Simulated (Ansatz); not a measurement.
Isolated molecules relaxed with PBE0-D4/def2-TZVP in Ansatz; ΔE leaves out vibrations. CCSD(T)/CBS is the MP2 limit (def2-TZVPP, def2-QZVPP) plus CCSD(T) − MP2 in def2-TZVPP, frozen cores. This one scheme is used for every species. Functionals use def2-TZVPP. One conformer a species, not always the lowest.

Reaction (formal loss of a carbene): `FC(F)C(Cl)Cl` → `FC(Cl)Cl` + `[CH]F`

`FC(F)C(Cl)Cl`:

```xyz
8

F     1.596   -0.588   -0.544
C     0.749    0.113    0.237
F     1.082    1.415    0.128
C    -0.675   -0.082   -0.272
Cl   -1.780    0.893    0.692
Cl   -1.092   -1.791   -0.208
H     0.863   -0.207    1.276
H    -0.743    0.248   -1.308
```

`FC(Cl)Cl`:

Cartesian coordinates in Å:
```
F 0.109 1.296 0.475
C -0.097 0.069 -0.023
Cl 1.125 -0.283 -1.239
Cl -0.064 -1.107 1.285
H -1.074 0.025 -0.498
```

`[CH]F`:

Cartesian coordinates in Å:
```
C 0.473 0.157 -0.104
F -0.600 -0.008 -0.820
H 0.127 -0.150 0.923
```

```tsv
level	ΔE (kJ/mol)
r2SCAN	416.3
BHLYP	395.6
```

Problem. What does CCSD(T)/CBS give? (Estimate.)

Solution. Computed: +401.3 kJ/mol. The listed levels differ from it by 15.0, -5.7 kJ/mol.

Largest T1 diagnostic among the species: 0.018.

From PBE to PBE0 (25 % exact exchange), in def2-TZVPP and without D4, ΔE moves by +14.4 kJ/mol. Leaving LDA and LC-ωPBE aside and taking each functional with its dispersion term where it has one, the values, not all of them listed here, spread over 50.0 kJ/mol, from BLYP-D4 to PBE-QIDH. LDA lies +65.7 kJ/mol from PBE without D4.
